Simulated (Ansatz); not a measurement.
**Point defect: Al vacancy in Al**

All numbers below come from Ansatz, DFT PBE, scalar-relativistic, plane waves, PAW. (420 eV cutoff, 6×6×6 k-mesh, Gaussian smearing of 0.10 eV, no spin polarisation)

Host crystal, relaxed:

```yaml
crystal:
  lattice:
    - [0.00000, 2.02081, 2.02081]
    - [2.02081, 0.00000, 2.02081]
    - [2.02081, 2.02081, 0.00000]
  atoms:
    - { symbol: Al, position: [0.00000, 0.00000, 0.00000] }
```

Supercell of 27 atoms, rows in host cell vectors: 0 0 -3; 0 3 -3; 3 0 -3. Atoms relax at the host's cell, keeping the symmetry that the supercell leaves at the site. The cell is small, so energies carry finite-size errors of tenths of an eV. The host is a metal. Atoms are taken from and returned to the elements' standard states.

Defect: Al vacancy set at (0.000, 0.000, 0.000) of the host cell. Before relaxation its nearest neighbours are 12 Al at 2.86 Å.

```json
{"charge": "0", "E_f at the valence band top (eV)": "0.70", "moment (μB)": "0.00", "largest move (Å)": "0.04", "atoms near the site": "12 Al at 2.82 Å"}
```

Cost: 2 runs of about 1.1 core-minutes in all, on Intel Xeon 6975P-C (Granite Rapids) (shared hosts).